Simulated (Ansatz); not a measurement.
This geometry of CH$_{4}$BO (7 atoms, charge 0, multiplicity 2) is a first-order saddle point.

Theory: UKS PBE-D4/def2-mTZVP (Ansatz 0.2.0).

```xyz
7
Properties=species:S:1:pos:R:3
B -1.268 0.174 -0.389
C 0.180 0.165 0.048
O 0.774 -1.140 0.277
H -2.394 0.256 -0.732
H 0.756 0.734 -0.719
H 0.250 0.799 0.964
H 1.702 -0.988 0.551
```

(1) Which two structures does it join? (They come from a converged band through this point; their orientation in space is the band's.)

(2) How far does it lie above each of them?

Answers

(1) No bond is made or broken. The dihedral H4–B1–C2–O3 changes from -180 to 0° by way of a nearly straight angle H4–B1–C2 (up to 176°), not by a turn about the bond.

Image 0:

```xyz
7
Properties=species:S:1:pos:R:3
B -1.321 -0.258 -0.388
C 0.120 0.063 0.034
O 0.950 -1.068 0.329
H -2.170 0.539 -0.675
H 0.550 0.693 -0.783
H 0.041 0.761 0.903
H 1.830 -0.730 0.580
```

Image 6:

```xyz
7
Properties=species:S:1:pos:R:3
B -1.271 0.495 -0.400
C 0.185 0.284 0.046
O 0.577 -1.094 0.217
H -2.164 -0.263 -0.646
H 0.831 0.808 -0.696
H 0.328 0.872 0.982
H 1.513 -1.102 0.497
```

(2) 6.4 kcal/mol above the first and 6.1 kcal/mol above the second. This is the barrier of this one path; another mechanism may lie lower.

Time of the run: 60 s on 1 thread of AMD EPYC 7R43 64-Core Processor (Zen 3), on a shared host, peak memory 0.16 GiB.
